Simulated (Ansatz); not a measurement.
C$_{2}$H$_{8}$N$_{2}$O (`NCOCN`) at its PBE0-D4/def2-TZVP geometry, where that method's forces vanish. Charge 0, multiplicity 1.

```xyz
13

N     0.4147    0.9785    2.1354
C    -0.3970    0.4826    1.0806
O     0.3745    0.0045   -0.0073
C    -0.4269   -0.4925   -1.0646
N     0.3547   -0.9692   -2.1504
H     0.9947    1.7425    1.8131
H     1.0254    0.2534    2.4894
H    -1.0279   -0.3312    1.4658
H    -1.0614    1.2860    0.7314
H    -1.0918    0.3057   -1.4246
H    -1.0577   -1.3115   -0.6901
H     0.9337   -0.2299   -2.5275
H     0.9651   -1.7189   -1.8512
```

Problem. What forces (eV/Å) does ωB97M-V/def2-TZVPP give on these atoms in Ansatz 0.2.0? (Best estimate.)

Solution. Computed: 
```
N1   0.187  0.077  0.160
C2  -0.363 -0.026 -0.042
O3   0.209  0.003 -0.004
C4  -0.361  0.018  0.056
N5   0.182 -0.072 -0.167
H6  -0.020 -0.037  0.013
H7  -0.022  0.033 -0.019
H8   0.056  0.063 -0.039
H9   0.059 -0.069  0.021
H10  0.059 -0.062  0.037
H11  0.056  0.070 -0.023
H12 -0.020 -0.034  0.020
H13 -0.022  0.037 -0.012
```
